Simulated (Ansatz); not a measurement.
Candidate structures of BAs, relaxed level by level: BAs (P6₃mc, No. 186, 4 atoms in the cell; start mp-984718; a measured phase of this formula has another space group); BAs (model structure, started from the CdTe type, P6₄22, No. 181, 6 atoms in the cell); BAs (model structure, started from the NiAs type, P6₃/mmc, No. 194, 4 atoms in the cell); BAs (model structure, started from the WC type, P-6m2, No. 187, 2 atoms in the cell); BAs (model structure, started from the rocksalt type, Fm-3m, No. 225, 2 atoms in the cell); zinc-blende BAs. Levels: PBEsol in Ansatz (PAW), r²SCAN (PAW; Ansatz, a program for electronic structure).

Task: Which structure has the lowest energy at each level, and how far above it lie the others?

Result: Lowest: PBEsol, zinc-blende BAs (within 10 meV/atom of BAs (P6₃mc, No. 186, 4 atoms in the cell; start mp-984718; a measured phase of this formula has another space group), too close to call); r²SCAN, zinc-blende BAs. Energies above the lowest of these candidates, meV/atom:

```json
[
 {"structure": "zinc-blende BAs", "PBEsol": "0", "r²SCAN": "0"},
 {"structure": "BAs (P6₃mc, No. 186, 4 atoms in the cell; start mp-984718; a measured phase of this formula has another space group)", "PBEsol": "8", "r²SCAN": "12"},
 {"structure": "BAs (model structure, started from the CdTe type, P6₄22, No. 181, 6 atoms in the cell)", "PBEsol": "413", "r²SCAN": "495"},
 {"structure": "BAs (model structure, started from the rocksalt type, Fm-3m, No. 225, 2 atoms in the cell)", "PBEsol": "840", "r²SCAN": "1034"},
 {"structure": "BAs (model structure, started from the NiAs type, P6₃/mmc, No. 194, 4 atoms in the cell)", "PBEsol": "947", "r²SCAN": "1152"},
 {"structure": "BAs (model structure, started from the WC type, P-6m2, No. 187, 2 atoms in the cell)", "PBEsol": "1066", "r²SCAN": "1281"}
]
```

Started from a measured cell: zinc-blende BAs.

Static-lattice energies; unlike cells have unlike k meshes, which leaves some meV/atom of uncertainty, and other structures than these can lie lower.

Note: the relaxation could not lower the start's symmetry, so the cell can be a saddle point above a distorted one.

A model structure was made by putting elements into a prototype or built by hand; it is no filed structure, need not be a known phase, and can be a saddle point held by its symmetry.

A start named mp-… is a Materials Project structure, which need not be a measured phase.
